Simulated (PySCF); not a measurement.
A species of formula C4H5F has this rotational fingerprint, computed with PBE0-D3(BJ)/def2-SVP geometry optimisation, gas phase (PySCF):

```
Rotational constants : A = 15944, B = 3164, C = 2738 MHz
Dipole components    : |μa| = 1.40 D, |μb| = 0.73 D, |μc| = 0.00 D
Inertial defect      : -6.82 u·Å²
κ                    : -0.94
```

Question: Which candidate fits, each taken in the one conformer that was computed?
A. `FC1=CCC1`
B. `C1C(C)=C1F`
C. `[CH:1]#[C:2][CH2:3][CH2:4][F:5]` with C2–C3–C4–F5 -179°
D. `C[C@@H]1C=C1F`
E. `[C@@H]12[C@@H]([C@@H]1F)C2`
F. `FC=C1CC1`

Answer: F. It is FC=C1CC1, a near-prolate asymmetric top, point group Cs. The candidates at the same level (rigid rotor, commonest isotopes):

```csv
SMILES,A (MHz),B (MHz),C (MHz),μa (D),μb (D),μc (D),Δ (u·Å²),point group,rotor
FC1=CCC1,12324,4519,3453,1.30,0.26,0.00,-6.49,Cs,asymmetric top
F[C@H]1[C@H]2C[C@@H]12,11388,4822,4453,1.79,1.51,0.00,-35.68,Cs,asymmetric top
C#CCCF,27121,2250,2134,1.06,0.35,0.00,-6.39,Cs,near-prolate asymmetric top
C[C@@H]1C=C1F,10589,3782,3081,0.82,0.60,0.08,-17.35,C1,asymmetric top
CC1=C(F)C1,10310,3686,2815,1.58,0.07,0.00,-6.58,Cs,asymmetric top
FC=C1CC1,15944,3164,2738,1.40,0.73,0.00,-6.82,Cs,near-prolate asymmetric top
```

`C#CCCF` has A 70 % too high; `C[C@@H]1C=C1F` has A 34 % too low; `FC1=CCC1` has B 43 % too high; `F[C@H]1[C@H]2C[C@@H]12` has C 63 % too high; `CC1=C(F)C1` has A 35 % too low. In the right answer the mirror of this Cs structure is the ab plane, so μc vanishes by symmetry. No structure here is proved a minimum.
